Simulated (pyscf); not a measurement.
## Atom transfer: H₃C–CH₂–F + H atom (H•) -> ethyl (•H₂C–CH₃) + hydrogen fluoride (HF)

Gas phase, doublet surface, charge 0. Bonds broken: C2–F3. Bonds formed: F3–H9. PySCF, gas phase, ωB97X-D3(BJ)/def2-SVP geometries. Correlated levels are frozen-core, on RHF or UHF. ΔMP2 is the change of the MP2 total energy from the triple- to the quadruple-zeta basis.

Transition state (Å):

```xyz
9

C     -1.5305     0.4061     0.1144
C     -0.2063    -0.2692    -0.0458
F      0.2864     0.0860    -1.6435
H     -2.2616     0.0178    -0.6107
H     -1.9355     0.2331     1.1284
H     -1.4391     1.4930    -0.0305
H     -0.2150    -1.3641    -0.0634
H      0.6266     0.1458     0.5315
H      0.6501     0.3426    -2.8045
```

One imaginary mode, 1953i cm⁻¹; descent along it reached the two sides named.

```tsv
bond	change	reactant side (Å)	saddle	product side
C2–F3	breaks	1.382	1.709	2.8
F3–H9	forms	3.2	1.243	0.932
```

Electronic energies relative to the separated reactants (kcal/mol):

```
level                             barrier  reaction energy  reverse barrier
--------------------------------  -------  ---------------  ---------------
ωB97X-D3(BJ)/def2-TZVP               32.3            -20.0             52.3
PBE/def2-TZVP                        19.0            -20.0             39.0
r²SCAN/def2-TZVP                     19.8            -24.0             43.8
B3LYP-D3(BJ)/def2-TZVP               22.1            -23.4             45.5
PBE0-D3(BJ)/def2-TZVP                26.3            -21.0             47.3
M06-2X/def2-TZVP                     31.5            -20.2             51.7
ωB97M-D3(BJ)/def2-TZVP               29.6            -21.3             51.0
HF/def2-TZVP                         48.8            -22.2             70.9
MP2/def2-QZVPP                       35.9            -21.4             57.3
CCSD/def2-TZVPP                      33.3            -25.4             58.8
CCSD(T)/def2-TZVPP                   31.4            -24.1             55.5
CCSD(T)/def2-TZVPP + ΔMP2(QZVPP)     30.4            -24.5             55.0
```

With CCSD(T)/def2-TZVPP + ΔMP2(QZVPP) energies and thermal terms (ideal gas, 1 atm, RRHO with modes under 100 cm⁻¹ raised to 100, one conformer, R ln 2 for chiral ones without a mode under 150 cm⁻¹), in kcal/mol:

| T (K) | ΔH‡ | ΔG‡ | ΔH | ΔG |
|---|---|---|---|---|
| 298 | 29.1 | 35.5 | -23.6 | -27.3 |
| 600 | 29.1 | 41.9 | -23.5 | -31.2 |
| 900 | 29.0 | 48.3 | -23.9 | -34.9 |
| 1200 | 28.9 | 54.8 | -24.7 | -38.5 |

One saddle was located; it need not be the lowest between these sides. The angle at the transferred F is 180°. The CCSD(T) − MP2 part came from Ansatz, without density fitting, on the same reference.
